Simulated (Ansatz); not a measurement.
Basis-set extrapolation for `N#C[SiH2]` radical (PBE0-D4/def2-TZVP geometry, frozen core, Ansatz). Multiplicity 2, UHF reference.

```
                      def2-TZVPP   def2-QZVPP
                 HF  -382.418060  -382.430538
    MP2 correlation    -0.429012    -0.458578
CCSD(T) correlation    -0.476480      not run
```

Energies in hartree. Use E(X) = E(∞) + A·exp(−7.88·√X) for Hartree–Fock and E(X) = E(∞) + B·X^(−2.97) for correlation, with X = 3 and 4, and add CCSD(T) minus MP2 of the smaller set to the MP2 limit.

**Question.** What is the CCSD(T) energy at the basis-set limit?

**Answer.** HF limit: -382.430538 + (-0.012478) × 0.13774 = -382.43226. MP2 limit: -0.458578 + (-0.029566) × 0.74074 = -0.48048. Higher-order term: -0.476480 − (-0.429012) = -0.04747. Total: -382.96021 hartree, 172.4 kJ/mol below CCSD(T)/def2-TZVPP.
